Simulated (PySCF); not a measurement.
C₄H₈NS (charge -1).
SMILES with atom numbers: `[CH2:1]=[C:2]([S-:3])[N:4]([CH3:5])[CH3:6]` (hydrogens: H7, H8 on C1; H9, H10, H11 on C5; H12, H13, H14 on C6)

Structure optimised with GFN2-xTB, isolated species.

**Question.** What internal coordinates does the optimisation give?

**Answer.** 
```csv
bond,length (Å)
C1=C2,1.345
C2–S3,1.720
C2–N4,1.420
"N4–C5, N4–C6",1.437
C1–H7,1.076
C1–H8,1.080
C5–H9 and 3 like bonds,1.093
"C5–H10, C6–H14",1.106
```

Bonds in one row agree within 0.01 Å and their mean is given. A selection of angles:
```csv
angle,degrees
C2–C1–H7,119.4
C2–C1–H8,124.4
H7–C1–H8,116.2
C1–C2–S3,121.6
C1–C2–N4,122.6
S3–C2–N4,115.7
C2–N4–C5,116.5
C5–N4–C6,113.0
N4–C5–H9,110.0
N4–C5–H10,112.6
N4–C5–H11,107.3
H9–C5–H10,108.3
H9–C5–H11,109.5
```

Torsions: C1–C2–N4–C5 -142° (anticlinal). The mirror-image conformer, all signs reversed, is as good.

C1 (carbon bonded to C and 2 H) is planar (angles 124.4°, 119.4° and 116.2°, sum 360.0°, 0.00 Å off the plane of its three neighbours). N4 (enamine nitrogen) is pyramidal (angles 118.4°, 116.5° and 113.0°, sum 347.9°, 0.29 Å off the plane of its three neighbours). Of the pairs four or more bonds apart, S3···H11 is among the closest relative to their van der Waals radii: 2.36 Å, 79 % of the sum of Bondi's values. C2 (vinylic carbon bearing nitrogen) is planar (angles 122.6°, 121.6° and 115.7°, sum 359.9°, 0.03 Å off the plane of its three neighbours).

Point group: C1 (no symmetry element, even within 0.4 Å). No GFN2-xTB frequencies stand behind this structure, so it isn't proved a minimum.

The numbers are calculated, not measured.
